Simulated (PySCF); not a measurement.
**BS−: from the state search to spectroscopic constants**

An exercise on one series of results from a longer session: the logs are not shown, and one member is left open.

The runs use PySCF 2.14.0; B aug-cc-pVDZ-DK, S aug-cc-pVDZ-DK, spin-free X2C with a Gaussian nucleus.

1 further run of the same task is left out (set aside as unsound or not needed).

The first run:

The job is set up so:

- atoms: B, S
- charge: -1
- basis: B aug-cc-pVDZ-DK, S aug-cc-pVDZ-DK
- Hamiltonian: spin-free X2C with a Gaussian nucleus
- basis functions: 50
- electrons treated: 22
- masses in u: 11.0093, 31.9721
- levels: PBE0, PBE, r²SCAN, TPSS, PBEsol, TPSSh, HF, MP2, SCS-MP2, CCSD, CCSD(T)
- grid: 80 radial by 434 angular points
- occupations: held fixed by the projection of orbital angular momentum
- dissociation limit: B + S−, each in its ground configuration
- starting distance in angstrom: 1.900
- values of 2S to try: 0, 2

Launch:

```console
$ OMP_NUM_THREADS=1 python dia.py task.json out
```

Among the steps run: The job; First curve: PBE0; PBE (GGA); r²SCAN (meta-GGA); TPSS; PBEsol (GGA); TPSSh (hybrid meta-GGA); RHF; Adding correlation.

One of the session's tables, all rows but one given; the rest of the session is left out.

Energy (eV) from each level's lowest point:

```
R (Å)    RHF  RHF-MP2  RHF-SCS-MP2  RHF-CCSD  RHF-CCSD(T)
1.464  1.320    1.373        1.384       n/a          n/a
1.532  0.590    0.629        0.637     0.663        0.689
1.600  0.185    0.209        0.213     0.229        0.245
1.651      ?        ?            ?         ?            ?
1.702  0.000    0.000        0.000     0.000        0.000
1.753  0.042    0.028        0.026     0.019        0.010
1.821  0.192    0.160        0.154     0.138        0.117
1.906  0.488    0.429        0.420     0.394        0.356
2.008  0.939    0.846        0.832     0.795        0.735
2.144  1.616    1.475        1.453       n/a          n/a
```

**Question.** Estimate the row for R (Å) = 1.651.

Worked estimate for «RHF». A straight line through the neighbours (1.600, 0.185) and (1.702, 0.000) gives 0.185 + (0.000 − 0.185) × (1.651 − 1.600) / (1.702 − 1.600) = 0.092; a parabola fitted to 4 rows on both sides gives 0.035.

As computed: RHF: 0.040; RHF-MP2: 0.053; RHF-SCS-MP2: 0.055; RHF-CCSD: 0.063; RHF-CCSD(T): 0.071. In «RHF» the line misses by +0.052 and the parabola by -0.005.

Limits of these values: Lowest PBE0 solution found, without spin–orbit coupling: ¹Σ⁺ (singlet), closed shell. Warnings in the runs' records: inverted.
